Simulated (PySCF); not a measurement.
cyclobutane (C₄H₈), SMILES C1CCC1. Geometry: PBE-D3(BJ)/def2-SVP.

Level of theory: PySCF with PBE-D3(BJ)/def2-SVP.

Harmonic wavenumbers (cm⁻¹): 180, 614, 733, 733, 849, 909, 909, 935, 944, 1016, 1123, 1129, 1203, 1203, 1203, 1213, 1242, 1242, 1401, 1401, 1408, 1445, 2987, 2988, 2988, 2994, 3035, 3048, 3048, 3061. Rotational constants (GHz): 10.60, 10.60, 6.298; symmetry number 4.

**Question.** Work out the zero-point energy and the ideal-gas rigid-rotor harmonic-oscillator thermochemistry at 298.15 K and 1 atm.

**Answer.** ZPE = ½ Σ hcν = ½ × 47185 cm⁻¹ = 282.23 kJ/mol. H − E(el) = 295.84 kJ/mol. Entropy in J/(mol K): translation 158.97, rotation 87.35, vibration 18.70, total 265.02. G − E(el) = 216.83 kJ/mol. Cp = 72.15 J/(mol K).
